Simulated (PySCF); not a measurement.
Species: cyclobutanemethanol, C5H10O.
Geometry (PBE0-D3(BJ)/def2-SVP, Å), atoms numbered from 1 in this order:
```xyz
16
C5H10O angstrom
O      2.4869    0.8911   -0.2544
C      1.6873   -0.2528   -0.1192
C      0.3223    0.0503    0.4562
C     -0.6751    0.8641   -0.4006
C     -1.8019   -0.0454    0.1251
C     -0.7296   -1.0742    0.5293
H      2.0149    1.5113   -0.8200
H      2.2319   -0.9422    0.5471
H      1.5598   -0.7834   -1.0876
H      0.4492    0.5298    1.4414
H     -0.4975    0.7011   -1.4778
H     -0.7572    1.9467   -0.2194
H     -2.5822   -0.3622   -0.5827
H     -2.2927    0.3939    1.0070
H     -0.8512   -1.6101    1.4825
H     -0.5650   -1.8181   -0.2680
```

The closed-shell ground state was solved at several levels (PySCF, density fitting, gas phase, non-relativistic).

```json
{"level": "CAM-B3LYP/def2-SVPD", "basis functions": "203", "HOMO (eV)": "-9.26", "LUMO (eV)": "1.27", "gap (eV)": "10.53", "dipole (D)": "1.85"}
{"level": "B3LYP/pcJ-1", "basis functions": "262", "HOMO (eV)": "-7.36", "LUMO (eV)": "1.02", "gap (eV)": "8.38", "dipole (D)": "1.70"}
{"level": "PBE0/pcSseg-1", "basis functions": "152", "HOMO (eV)": "-7.64", "LUMO (eV)": "1.34", "gap (eV)": "8.98", "dipole (D)": "1.69"}
```

**Question.** Estimate the row for mPW1PW91/pcSseg-2, a basis of 356 functions; the other rows only guide the guess.

**Answer.** HOMO -7.75 eV, LUMO 0.53 eV, gap 8.28 eV, dipole 1.71 D.

**Question.** Over all these levels, which gives the widest orbital gap and which the narrowest?

**Answer.** CAM-B3LYP/def2-SVPD (range-separated hybrid) has the widest, 10.53 eV, and mPW1PW91/pcSseg-2 (global hybrid, 25 % exact exchange) the narrowest, 8.28 eV. Functional and basis both differ between the two, so the spread mixes both effects.

**Question.** How far do the dipole and the HOMO energy spread over the levels?

**Answer.** The dipole runs from 1.69 to 1.85 D (mean 1.74 D) and the HOMO from -9.26 to -7.36 eV.

One conformer stands for the species.
